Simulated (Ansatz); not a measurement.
# AlFH2O: the cost of one run

Method: RHF/6-31G, in Ansatz 0.2.0.

## (1) The system as given

Bond lengths: Al1–O2 1.780 Å, O2–H3 1.010 Å, Al1–H4 1.560 Å, Al1–F5 1.690 Å. Angles: Al1–O2–H3 109.5°, O2–Al1–H4 120.0°, O2–Al1–F5 120.0°, H4–Al1–F5 120.0°.

Structure file:

```xyz
5

Al    0.0000    0.0000    0.0000
O     0.0000    0.0000    1.7800
H    -0.9095   -0.2814    2.1171
H     1.3510    0.0000   -0.7800
F    -1.4635    0.0000   -0.8450
```

## (2) Relaxing the start

Contents of input.yaml:

```yaml
crystal:
  periodic: [false, false, false]
  atoms:
    - { symbol: Al, position_ang: [0.0, 0.0, 0.0] }
    - { symbol: O, position_ang: [0.0, 0.0, 1.78] }
    - { symbol: H, position_ang: [-0.9095, -0.2814, 2.1171] }
    - { symbol: H, position_ang: [1.351, 0.0, -0.78] }
    - { symbol: F, position_ang: [-1.4635, 0.0, -0.845] }
basis:
  gaussian: { orbitals: "6-31G" }
hamiltonian:
  xc: hf
relax:
  f_tol: 0.02
  max_steps: 40
output:
  orbitals: {}
```

The run is started by

```sh
> ansatz run input.yaml --threads 1 --pin off --max-ram 2048MiB --backend cpu --events-out ev --progress --plain --runs-dir out
```

What time and memory should one allow on 1 thread of Arm Neoverse V1, shared host?

About 6.6 s, with a peak of 0.1 GiB.
